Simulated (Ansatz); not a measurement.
The inner images of a band of ClH$_{3}$MgO (6 atoms, charge 0, multiplicity 1) are given out of order.

Level of theory: RKS PBE-D4/def2-SVPD (Ansatz 0.2.0).

First end point:

```xyz
6
Properties=species:S:1:pos:R:3
Mg -0.658 0.166 -0.896
H -1.464 1.547 -1.488
Cl -0.043 -2.056 -0.944
H 0.838 0.786 1.570
O 0.503 0.242 0.841
H 0.823 -0.686 0.917
```

Last end point:

```xyz
6
Properties=species:S:1:pos:R:3
Mg 0.017 -0.689 -0.276
H -0.888 1.353 -0.719
Cl -0.928 -1.635 -2.063
H -0.484 1.489 -0.069
O 0.859 -0.074 1.219
H 1.423 -0.444 1.907
```

Put them in order from the first end to the last, with their energies above the first end.
A.
```xyz
6
Properties=species:S:1:pos:R:3
Mg -0.597 -0.104 -0.919
H -1.177 1.501 -1.091
Cl -0.317 -2.290 -1.440
H 0.510 1.088 1.214
O 0.514 0.190 0.840
H 1.067 -0.385 1.396
```
B.
```xyz
6
Properties=species:S:1:pos:R:3
Mg -0.459 -0.371 -0.821
H -0.831 1.339 -0.681
Cl -0.587 -2.350 -1.874
H 0.188 1.073 0.744
O 0.536 0.159 0.940
H 1.152 0.150 1.692
```
C.
```xyz
6
Properties=species:S:1:pos:R:3
Mg -0.321 -0.492 -0.668
H -0.646 1.340 -0.410
Cl -0.718 -2.217 -2.028
H -0.018 1.047 0.434
O 0.536 0.114 0.972
H 1.168 0.208 1.700
```
D.
```xyz
6
Properties=species:S:1:pos:R:3
Mg -0.184 -0.614 -0.508
H -0.684 1.434 -0.420
Cl -0.785 -2.091 -2.069
H -0.205 1.238 0.221
O 0.614 0.033 1.025
H 1.244 0.001 1.751
```
E.
```xyz
6
Properties=species:S:1:pos:R:3
Mg -0.535 -0.242 -0.890
H -1.011 1.418 -0.896
Cl -0.452 -2.355 -1.675
H 0.345 1.131 0.996
O 0.528 0.177 0.881
H 1.126 -0.129 1.584
```
F.
```xyz
6
Properties=species:S:1:pos:R:3
Mg -0.638 0.032 -0.924
H -1.328 1.554 -1.286
Cl -0.174 -2.182 -1.190
H 0.674 0.967 1.406
O 0.501 0.207 0.826
H 0.965 -0.579 1.169
```
G.
```xyz
6
Properties=species:S:1:pos:R:3
Mg -0.060 -0.703 -0.375
H -0.799 1.455 -0.558
Cl -0.856 -1.899 -2.080
H -0.348 1.388 0.079
O 0.733 0.003 1.111
H 1.331 -0.244 1.824
```

F (+0.03 eV), A (+0.08 eV), E (+0.14 eV), B (+0.24 eV), C (+0.45 eV), D (+0.15 eV), G (-0.03 eV).

The run took 58 s on 2 threads of Intel(R) Xeon(R) 6975P-C (Granite Rapids), on a shared host, peak memory 0.18 GiB.
